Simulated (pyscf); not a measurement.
HCl (SMILES Cl) + HO–SiH₂–In(Cl)–Cl (SMILES O[SiH2][In]([Cl])[Cl]) → Cl–In(Cl)–Cl (SMILES [Cl][In]([Cl])[Cl]) + HO–SiH₃ (SMILES O[SiH3]) (four-centre exchange; singlet surface; Cl–H, In–Si broken, Cl–In, H–Si formed). Structures and frequencies: ωB97X-D3(BJ)/def2-SVP in PySCF. Energies in eV from the separated reactants.

```
level                   barrier  reaction energy
----------------------  -------  ---------------
ωB97X-D3(BJ)/def2-TZVP     0.80            -0.59
PBE/def2-TZVP              0.68            -0.50
B3LYP-D3(BJ)/def2-TZVP     0.83            -0.59
M06-2X/def2-TZVP           0.81            -0.79
ωB97M-D3(BJ)/def2-TZVP      ___              ___
HF/def2-TZVP                ___            -1.08
```

Q: What belongs in the gaps?

A: 
- ωB97M-D3(BJ)/def2-TZVP, barrier: 0.97
- ωB97M-D3(BJ)/def2-TZVP, reaction energy: -0.65
- HF/def2-TZVP, barrier: 1.64

The functionals in the table span 0.28 eV in this barrier, from PBE to ωB97M-D3(BJ)/def2-TZVP. On the reactant side the descent ends in an adduct with a Cl–In contact (not fully relaxed), 0.45 eV under the separated species and 1.25 eV under the saddle at ωB97X-D3(BJ)/def2-TZVP. On the product side the descent ends in an adduct with a H–In contact, 0.57 eV under the separated species and 1.96 eV under the saddle at ωB97X-D3(BJ)/def2-TZVP. What is counted as formed (Cl–In) is already present as a longer contact in the reactant adduct; forming that adduct is a step of its own. This is the saddle that the search found; another between the same sides may lie lower. Elements past Kr carry the def2 core potentials, without spin-orbit coupling.
